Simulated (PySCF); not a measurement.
Family: cyclo[n]carbon rings. Isolated molecules, 0 K electronic values unless said otherwise. Each species was relaxed from one start; no search for lower structures was made at this level. Strings in code marks are SMILES.

Method: PBE0-D3(BJ)/def2-SVP // CAM-B3LYP-D3(BJ)/def2-SVP run with PySCF. All candidates: neutral, multiplicity 1. Excitations are Tamm–Dancoff values on a coarser integration grid. The basis has no diffuse functions, so Rydberg states are missing or too high.

```json
{
  "LUMO": "-3.93 eV",
  "dipole_moment": "0.00 D",
  "S1 excitation (TDA)": "1.67 eV"
}
```

### Question
Which member has these values?
A. cyclo[22]carbon `c1c#cc#cc#cc#cc#cc#cc#cc#cc#cc#cc#1`
B. cyclo[16]carbon `C1#CC#CC#CC#CC#CC#CC#CC#C1`
C. cyclo[24]carbon `C1#CC#CC#CC#CC#CC#CC#CC#CC#CC#CC#CC#C1`
D. cyclo[10]carbon `c1c#cc#cc#cc#cc#1`

### Answer
C, cyclo[24]carbon `C1#CC#CC#CC#CC#CC#CC#CC#CC#CC#CC#CC#C1`. The others give cyclo[16]carbon `C1#CC#CC#CC#CC#CC#CC#CC#C1`: -3.74 eV, 0.01 D, 1.59 eV; cyclo[22]carbon `c1c#cc#cc#cc#cc#cc#cc#cc#cc#cc#cc#1`: -3.44 eV, 0.00 D, 2.32 eV; cyclo[10]carbon `c1c#cc#cc#cc#cc#1`: -2.18 eV, 0.00 D, 4.15 eV
